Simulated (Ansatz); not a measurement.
System: CH$_{3}$F, charge 0, singlet. CH3F (fluoromethane, SMILES CF).
B3LYP-D3(BJ)/def2-TZVP minimum from Ansatz (a program for electronic structure):
```
C
F 1 1.3893
H 1 1.0909 2 108.82
H 1 1.0909 3 110.11 2 -119.20
H 1 1.0909 3 110.11 4 -121.60
```

Property: atomisation energy (electronic, to ground-state atoms), in kJ/mol. UHF or UKS for unpaired electrons; spin-orbit terms are left out. CBS(X,Y): correlation extrapolated as X^-3, Hartree-Fock from the larger set (Q,5: extrapolated as (X+1)exp(-9√X)). A bracket is a step between two methods taken in the basis named. The functionals are non-relativistic, so their misses hold any scalar relativity. 'core' is core correlation in cc-pwCVTZ, 'X2C' scalar relativity in cc-pVTZ-DK, both at CCSD(T). Where a partner has so few electrons that a lower coupled-cluster level is exact, that level stands in.

CCSD(T)/CBS(cc-pVQZ,cc-pV5Z) + [CCSDT(Q) - CCSD(T)]/cc-pVTZ + [CCSDTQ - CCSDT(Q)]/cc-pVDZ + core + X2C (Ansatz) gives 1769.0 kJ/mol.

Question: What does PBE/def2-TZVPD (Ansatz) give here, and how do the other levels compare?

Answer: PBE gives 1794.1 kJ/mol, 25.1 kJ/mol above it. Differences of the others: B3LYP/def2-TZVPD (Ansatz) -5.5; PBE0/def2-TZVPD (Ansatz) -10.5; wB97M-V/def2-TZVPD (Ansatz) -2.9; CCSD(T)/CBS(cc-pVQZ,cc-pV5Z) + core + X2C (Ansatz) 0.0 kJ/mol. Nearer than PBE: B3LYP/def2-TZVPD, PBE0/def2-TZVPD, wB97M-V/def2-TZVPD, CCSD(T)/CBS(cc-pVQZ,cc-pV5Z) + core + X2C.
